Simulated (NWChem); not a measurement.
Molecule: LiH; SMILES [LiH]

Computed with NWChem. Pople sets run with spherical d functions. Geometry: optimised at PBE-D3(BJ)/def2-SVP. Level MN15/6-31G*: energy and gradient on several grids; changes count from the extra-fine grid, which is no exact limit either.

```csv
grid,size of the energy change (μHa),largest change of a gradient component (μHa/bohr)
xcoarse,300,< 30
coarse,10,70
medium,< 10,< 30
fine,< 10,< 30
xfine,< 10,< 30
```
